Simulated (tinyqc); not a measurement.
Worked calculation: Hueckel theory of the pi electrons, for the molecule ClC1=CC=C1 (SMILES; centres numbered as the heavy atoms are written). One step of it, computed by the program tinyqc.

Task: Energy, charges, bond orders. E = sum n x; q_r = z_r - P_rr; bond order p = P_rs; free valence = sqrt(3) - sum of p over the bonds of the atom.

x values: [2.224007, 1.825309, 0.000000, -0.039216, -2.010100]

occupations: [2.000000, 2.000000, 2.000000, 0.000000, 0.000000]

charge and bond-order matrix P, order 1Cl, 2C, 3C, 4C, 5C:
$$\begin{pmatrix}
1.957205 & 0.243236 & -0.046471 & -0.142391 & -0.046471 \\
0.243236 & 0.508671 & 0.484465 & 0.479604 & 0.484465 \\
-0.046471 & 0.484465 & 1.503432 & 0.512943 & -0.496568 \\
-0.142391 & 0.479604 & 0.512943 & 0.527260 & 0.512943 \\
-0.046471 & 0.484465 & -0.496568 & 0.512943 & 1.503432
\end{pmatrix}$$

Centres:
```
centre  z_r, pi electrons of the neutral centre         h
1Cl                                           2  2.000000
2C                                            1  0.000000
3C                                            1  0.000000
4C                                            1  0.000000
5C                                            1  0.000000
```

Bonds:
```
i  j         k
1  2  0.400000
2  3         1
3  4         1
4  5         1
5  2         1
```

Give: pi energy = 6 alpha + this times beta; pi charges; Bond orders and lengths from R = 1.517 - 0.180 p; free valence of the carbons; gap between the highest filled and the next level.

Result:

pi energy = 6 alpha + this times beta = 8.0986

pi charges: 1Cl 0.0428, 2C 0.4913, 3C -0.5034, 4C 0.4727, 5C -0.5034

Bond orders and lengths from R = 1.517 - 0.180 p (angstrom, C-C alone):
```
bond       p       R
1-2   0.2432       -
2-3   0.4845  1.4298
3-4   0.5129  1.4247
4-5   0.5129  1.4247
5-2   0.4845  1.4298
```

free valence of the carbons: 2C 0.5199, 3C 0.7346, 4C 0.7062, 5C 0.7346

gap between the highest filled and the next level = 0.0392 |beta|
